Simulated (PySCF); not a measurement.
Isomers of C4H5F and their computed core-level spectra.

The calculation used delta-SCF UKS SCAN, pcX-2 on the ionised atom, pcseg-1 elsewhere, spin-free X2C (PySCF 2.14.0). Geometries: PBE0-D3(BJ)/def2-SVP; isolated species, one conformer each.

Line lists (1s up to Mg, 2p3/2 beyond; areas count atoms within a level, one atom standing for each set equivalent by bonding):
1. C 1s: 290.39 (area 1), 291.12 (area 1), 291.20 (area 1), 292.73 (area 1) eV; F 1s: 693.14 eV
2. C 1s: 291.20 (area 2), 291.34 (area 1), 293.31 (area 1) eV; F 1s: 692.15 eV
3. C 1s: 290.55 (area 1), 291.05 (area 1), 291.95 (area 1), 293.37 (area 1) eV; F 1s: 692.70 eV

Structures:
A. `FC1=CCC1`
B. `C#CCCF`
C. `F[C@H]1[C@H]2C[C@@H]12`

Problem. Match each list to its structure.

Solution. 
- 1 = A: another candidate has the same counts of sites, so positions decide. C 1s: 290.39 alkene CH carbon, 291.12 allylic carbon, 291.20 allylic carbon, 292.73 vinylic C–F carbon; F 1s: 693.14 vinyl fluorine.
- 2 = C: no other candidate has these counts of sites. C 1s: 291.20 sp3 carbon at a ring junction (×2), 291.34 three-membered-ring carbon, 293.31 sp3 C–F carbon; F 1s: 692.15 alkyl fluorine.
- 3 = B: another candidate has the same counts of sites, so positions decide. C 1s: 290.55 terminal alkyne carbon, 291.05 alkyne carbon, 291.95 propargylic carbon, 293.37 sp3 C–F carbon; F 1s: 692.70 alkyl fluorine.

1 of these hole states is spin-contaminated (⟨S²⟩ 0.87, against 0.75; counted from 0.85) and less certain.
